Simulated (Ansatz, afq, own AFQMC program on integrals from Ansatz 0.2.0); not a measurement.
Two steps: Ansatz 0.2.0 writes the Fock matrix and Cholesky factors of the valence space, and afq projects on them the lowest state that overlaps trial and start.

```yaml
crystal:
  periodic: [false, false, false]
  atoms:
    - {symbol: B, position_ang: [0.000000, -0.603362, -0.034517]}
    - {symbol: O, position_ang: [0.000000, 0.273014, 1.367044]}
    - {symbol: F, position_ang: [0.000000, 0.113424, -1.131607]}
basis:
  gaussian: {orbitals: cc-pVDZ}
magnetization: {spin_polarized: true, initial_magnetization: 2}
correlation: {method: ccsd_t, electrons: outside_noble_gas, hamiltonian_folder: ham}
```

```sh
$ ansatz run in.yaml --threads 1 --pin off --events-out ev --progress --plain --max-ram 1382MiB
```

afq runs on the folder ham with

```
--method phaseless --trial cisd --walkers 60 --populations 1 --least-time 40 --time-step 0.005 --steps-per-block 50 --equilibration-blocks 28 --max-blocks 300 --target-error 0.00048 --factor-cut 1e-05 --start spin_pure --seed 3065 --release-times 0.24,0.51,0.99,1.62,2.4 --release-step 0.03 --release-every 4 --taylor-order 6
```

Times are imaginary, in 1/Eh. The walk had a cap of 2050 s.

```
orbitals 39  electrons 9 7  factors 289 of 388
reference energy -198.94682927 Eh
CCSD correlation -0.40515303 Eh in 15 cycles, weight of the determinant in the CISD state 0.8835
energy of the start -199.350841 Eh
 block  time / (1/Eh)  mean weight  energy / Eh
     1     0.250  0.9999  -199.346548
     2     0.500  1.0007  -199.351791
     3     0.750  0.9976  -199.353015
     4     1.000  1.0025  -199.354775
     5     1.250  0.9970  -199.353112
    10     2.500  0.9963  -199.390061
    43    10.750  1.0019  -199.368651
    78    19.500  0.9976  -199.364154
   113    28.250  0.9983  -199.357882
   148    37.000  0.9997  -199.365518
   162    40.500  0.9996  -199.349096
   183    45.750  0.9961  -199.355159
   218    54.500  1.0007  -199.379891
   253    63.250  0.9994  -199.358070
   288    72.000  0.9999  -199.367600
blocks merged  error / Eh  count
     1  0.000440  260
     2  0.000503  130
     4  0.000504  65
     8  0.000397  32
    16  0.000464  16
    32  0.000559  8
released: time / (1/Eh)  energy / Eh  error  mean overlap
  0.24  -199.364379  0.000748  0.9974
  0.51  -199.363218  0.000786  1.0026
  0.99  -199.362351  0.001236  1.0393
  1.62  -199.362223  0.001167  1.0604
  2.40  -199.360168  0.001982  1.0210
energy -199.363463 +/- 0.000464 Eh
(rows thinned)
```

(1) Estimate how long the walk took on 1 thread of Intel(R) Xeon(R) Platinum 8488C (Sapphire Rapids), with other jobs on the host.

The run passed its tests (sampling time, drift between the halves within three errors, error under three times the target), which doesn't prove that it has relaxed.

Against this walk (error 12.6 meV) on the same determinant: CCSD(T) 54.1 meV higher. The error is statistical and leaves out the bias of the constraint. None of these is a sure reference here. The released energies get too noisy after the second time (errors over twice the walk's own, or jumping) (meV from the phaseless value at times in 1/Eh: -25 ± 20 at 0.24, 7 ± 21 at 0.51, 30 ± 34 at 0.99, 34 ± 32 at 1.62, 90 ± 54 at 2.40), so they give no level.

Cautions: constraint bias not in the error; lower spins were not checked.

## Answers

(1) 9.2 min of wall time.

A walk keeps the symmetry of its determinant, which the program's search chose and which needn't be the lowest solution, so a lower state of the same spin and another symmetry isn't excluded.
